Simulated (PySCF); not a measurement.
Isomers of C6H10, one conformer each; single-point electronic energies without zero-point terms and without any empirical dispersion term.

Computed with PySCF at wB97X-D/pcSseg-2, non-relativistic, each on one gas-phase PBE0-D3(BJ)/def2-TZVP geometry that isn't relaxed in the solvent. The solvent is an IEF-PCM continuum (Bondi radii, 1.10 Å for H, scaled by 1.2). Only the electrostatic response of the medium enters.

```csv
isomer,"relative energy, gas (kcal/mol)",dipole (D)
`C1=CCCCC1`,0.0,0.37
`C#CC(C)(C)C`,32.7,0.74
`C#CCCCC`,33.3,0.79
```

Q: How do the relative energies look in chloroform (ε = 4.711)?

A: 
```csv
isomer,"relative energy, solvent (kcal/mol)",E(solvent) − E(gas) (kcal/mol),dipole in solvent (D)
`C1=CCCCC1`,0.0,-1.0,0.47
`C#CC(C)(C)C`,31.3,-2.4,1.00
`C#CCCCC`,32.0,-2.3,1.04
```

The order is unchanged. Conformers: `[CH:1]1=[CH:2][CH2:3][CH2:4][CH2:5][CH2:6]1` with C1–C2–C3–C4 14°, C2–C3–C4–C5 -45°, C3–C4–C5–C6 61°, C4–C5–C6–C1 -45°; `[CH:1]#[C:2][CH2:3][CH2:4][CH2:5][CH3:6]` with C2–C3–C4–C5 -64°, C3–C4–C5–C6 179°. The gains span 1.4 kcal/mol, the gas-phase energies 33.3 kcal/mol.
